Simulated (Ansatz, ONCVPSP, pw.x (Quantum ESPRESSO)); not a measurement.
# What a changed setting does to a pw.x run (fcc Al)

Potential: optimised norm-conserving Vanderbilt (ONCV), ONCVPSP 4.0.1, LDA (Perdew-Wang 92); core [Ne], reference 3s2 3p0.5; waves: 3s: rc 1.60 bohr, ncon 3, nbas 6, qcut 4.3 1/bohr, 1 projector; 3p: rc 2.60 bohr, ncon 5, nbas 8, qcut 3.8 1/bohr, 2 projectors, debl 3.2 Ha; d scattering state at 0.22 Ha: rc 2.70 bohr, ncon 4, nbas 7, qcut 3.1 1/bohr, 1 projector; local part: polynomial inside 1.30 bohr (lpopt 5, dvloc0 -1 Ha); core correction: Teter function, fcfact 2.5, rcfact 1.6.

The reference run (k-mesh 14³, cutoffs 50/200 Ry, Fermi–Dirac 0.01 Ry, mixing_beta 0.4, conv_thr 1e-9, no spin) gives 0.33 GPa at 15.842 Å³/atom, where all-electron LAPW gives -0.23 GPa. This run, with its own iteration cap, changes mixing_mode to local-TF.

```
&control
  calculation='scf', prefix='x', pseudo_dir='./', outdir='./tmp', tstress=.true., disk_io='none'
/
&system
  ibrav=0, nat=1, ntyp=1, ecutwfc=50, ecutrho=200, nbnd=8,
  occupations='smearing', smearing='fd', degauss=0.01
/
&electrons
  conv_thr=1e-09, mixing_beta=0.4, electron_maxstep=60, mixing_mode='local-TF'
/
ATOMIC_SPECIES
Al 1.0 Al.UPF
CELL_PARAMETERS angstrom
  0.00000000 1.99339488 1.99339488
  1.99339488 0.00000000 1.99339488
  1.99339488 1.99339488 0.00000000
ATOMIC_POSITIONS crystal
Al 0.0000 0.0000 0.0000
K_POINTS automatic
14 14 14 0 0 0
```

```bash
pw.x < Al.scf.in > Al.scf.out
```

Problem. How does the run end?

Solution. It converges in 7 iterations; the free energy moves by +0.0 meV/atom and the pressure by +0.00 GPa. The result is that of the reference run.

```
Message from routine setup:
     using ibrav=0 with symmetry is DISCOURAGED, use correct ibrav instead
     lattice parameter (alat)  =       5.3273  a.u.
     unit-cell volume          =     106.9071 (a.u.)^3
     number of electrons       =         3.00
     number of Kohn-Sham states=            8
     kinetic-energy cutoff     =      50.0000  Ry
     charge density cutoff     =     200.0000  Ry
     scf convergence threshold =      1.0E-09
     Exchange-correlation= SLA  PW   NOGX NOGC
     number of k points=   104  Fermi-Dirac smearing, width (Ry)=  0.0100
     iteration #  1     ecut=    50.00 Ry     beta= 0.40
     total energy              =      -4.60775492 Ry
     estimated scf accuracy    <       0.01211961 Ry
     iteration #  2     ecut=    50.00 Ry     beta= 0.40
     total energy              =      -4.60543775 Ry
     estimated scf accuracy    <       0.00611651 Ry
     iteration #  3     ecut=    50.00 Ry     beta= 0.40
     total energy              =      -4.60561982 Ry
     estimated scf accuracy    <       0.00000573 Ry
     iteration #  4     ecut=    50.00 Ry     beta= 0.40
     c_bands:  1 eigenvalues not converged
     total energy              =      -4.60563204 Ry
     estimated scf accuracy    <       0.00000025 Ry
     iteration #  5     ecut=    50.00 Ry     beta= 0.40
     total energy              =      -4.60563211 Ry
     estimated scf accuracy    <       0.00000001 Ry
     iteration #  6     ecut=    50.00 Ry     beta= 0.40
     total energy              =      -4.60563211 Ry
     estimated scf accuracy    <          1.3E-09 Ry
     iteration #  7     ecut=    50.00 Ry     beta= 0.40
     the Fermi energy is     8.1658 ev
!    total energy              =      -4.60563211 Ry
     estimated scf accuracy    <          1.4E-10 Ry
     smearing contrib. (-TS)   =      -0.00202215 Ry
     The total energy is F=E-TS. E is the sum of the following terms:
     one-electron contribution =       3.01012120 Ry
     hartree contribution      =       0.00815509 Ry
     xc contribution           =      -2.14483775 Ry
     ewald contribution        =      -5.47704851 Ry
     convergence has been achieved in   7 iterations
          total   stress  (Ry/bohr**3)                   (kbar)     P=        3.27
     Message from routine punch:
     Nothing written, as per user request (disk_io='none')
```

The run took about 7.5 s on one core of a shared host (Intel(R) Xeon(R) Platinum 8259CL CPU @ 2.50GHz, 96 threads, 755 GiB, load 22).
